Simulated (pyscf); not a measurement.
PySCF, gas phase, ωB97X-D3(BJ)/def2-SVP geometries.

SMILES: [NH2][Ta]([F])([Cl])([Cl])[Cl]
```xyz
8

N     -1.8808     0.4045    -0.7295
Ta    -0.1246     1.0582    -1.2429
F      0.4871    -0.2129     0.0051
Cl     0.8275     2.7731    -0.0444
Cl    -1.2390     2.5099    -2.6807
Cl     0.9912     0.0063    -2.9536
H     -1.9931    -0.3381    -0.0420
H     -2.7640     0.7372    -1.1060
```
Charge 0, spin multiplicity 1.

Task: What is the homolytic dissociation enthalpy (298 K, ωB97M-D3(BJ)/def2-TZVP) of the F–Ta bond of `[NH2][Ta]([F])([Cl])([Cl])[Cl]`, to [H₂N–Ta(Cl)(Cl)–Cl]• + F•?

Result: F–Ta to [H₂N–Ta(Cl)(Cl)–Cl]• + F•: 127.4 kcal/mol. The 7 functionals that were run give +126.1 (M06-2X) to +135.9 kcal/mol (PBE). The radicals are drawn with the spin at the cut bond; how far it spreads was not checked. Other isomers of [H₂N–Ta(Cl)(Cl)–Cl]• were not searched in full and may lie lower. Left out: the spin-orbit lowering of F. Open-shell species with a d-block atom are single-reference here; other states, and whether the spin sits on metal or ligand, were not checked. Elements past Kr carry the def2 core potentials, without spin-orbit coupling.
